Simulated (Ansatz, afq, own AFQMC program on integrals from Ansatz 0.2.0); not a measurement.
Integrals from Ansatz 0.2.0, then the random walk in our own AFQMC program (afq).

```yaml
crystal:
  periodic: [false, false, false]
  atoms:
    - {symbol: F, position_ang: [-0.423206, -2.478729, 0.828243]}
    - {symbol: Al, position_ang: [-0.735807, -1.074732, -0.009706]}
    - {symbol: Cl, position_ang: [-2.420087, -0.996139, -1.275337]}
basis:
  gaussian: {orbitals: def2-TZVP}
magnetization: {spin_polarized: true, initial_magnetization: 1}
correlation: {method: ccsd_t, electrons: outside_noble_gas, hamiltonian_folder: ham}
```

```sh
$ ansatz run in.yaml --threads 1 --pin off --events-out ev --progress --plain --max-ram 24576MiB --backend cuda --devices 0, --max-vram 18GiB
```

afq runs on the folder ham with

```
--method phaseless --trial cisd --walkers 1900 --populations 20 --least-time 60 --time-step 0.005 --steps-per-block 50 --equilibration-blocks 28 --max-blocks 4000 --target-error 0.00024 --factor-cut 1e-05 --start spin_pure --seed 4738 --release-times 0.24,0.51,0.99,1.5 --release-step 0.03 --release-every 4 --taylor-order 6
```

Times are imaginary, in 1/Eh. The walk had a cap of 260 s. With eight or more populations the least sampling time is a fifth of least-time, and the error comes from their spread.

afq prints:

```
orbitals 94  electrons 9 8  factors 642 of 647
reference energy -801.04595000 Eh
CCSD correlation -0.50392451 Eh in 13 cycles, weight of the determinant in the CISD state 0.8617
energy of the start -801.549792 Eh
 block  time / (1/Eh)  mean weight  energy / Eh
     1     0.250  0.9989  -801.544344
     2     0.500  0.9998  -801.551904
     3     0.750  0.9995  -801.558249
     4     1.000  1.0009  -801.563145
     5     1.250  1.0005  -801.563987
     7     1.750  0.9995  -801.565588
     9     2.250  1.0001  -801.565206
    13     3.250  1.0008  -801.566539
    21     5.250  0.9998  -801.569872
    29     7.250  0.9996  -801.570611
    37     9.250  1.0001  -801.568652
    45    11.250  1.0004  -801.567512
    53    13.250  0.9993  -801.567936
    61    15.250  0.9996  -801.568367
    69    17.250  1.0002  -801.566604
    77    19.250  0.9996  -801.567850
    85    21.250  0.9995  -801.570986
    93    23.250  1.0008  -801.569845
   101    25.250  0.9994  -801.569108
   109    27.250  0.9995  -801.567412
   117    29.250  0.9998  -801.569120
   125    31.250  0.9992  -801.567016
   129    32.250  1.0001  -801.564822
   133    33.250  0.9997  -801.566803
   141    35.250  1.0006  -801.571405
   149    37.250  0.9998  -801.569950
   157    39.250  1.0002  -801.569273
   165    41.250  0.9997  -801.570459
   173    43.250  0.9996  -801.566505
   181    45.250  0.9991  -801.569030
   189    47.250  1.0001  -801.569759
   193    48.250  1.0001  -801.575777
error from the spread of 20 populations
released: time / (1/Eh)  energy / Eh  error  mean overlap
  0.24  -801.568942  0.000219  0.9988
  0.51  -801.568960  0.000189  0.9928
  0.99  -801.569110  0.000250  0.9873
  1.50  -801.569529  0.000370  0.9707
energy -801.568866 +/- 0.000258 Eh
(rows thinned)
```

The run passed its tests (sampling time, drift between the halves within three errors, error under three times the target), which doesn't prove that it has relaxed, ending at its cap on processor time.

Against this walk (error 7.0 meV) on the same determinant: CCSD(T) 36.2 meV higher. The error is statistical and leaves out the bias of the constraint. None of these is a sure reference here. The released energies are still falling (meV from the phaseless value at times in 1/Eh: -2 ± 6 at 0.24, -3 ± 5 at 0.51, -7 ± 7 at 0.99, -18 ± 10 at 1.50), so they give no level.

Cautions: constraint bias not in the error; error above the target (7.0 against 6.5 meV).

The walk took 4.3 min on 1 × NVIDIA H100 80GB HBM3 with 2 threads of AMD EPYC 7R13 Processor (Zen 3), with other jobs on the host (the card was shared). The log's last line is the phaseless energy.

A walk keeps the symmetry of its determinant, which the program's search chose and which needn't be the lowest solution, so a lower state of the same spin and another symmetry isn't excluded.
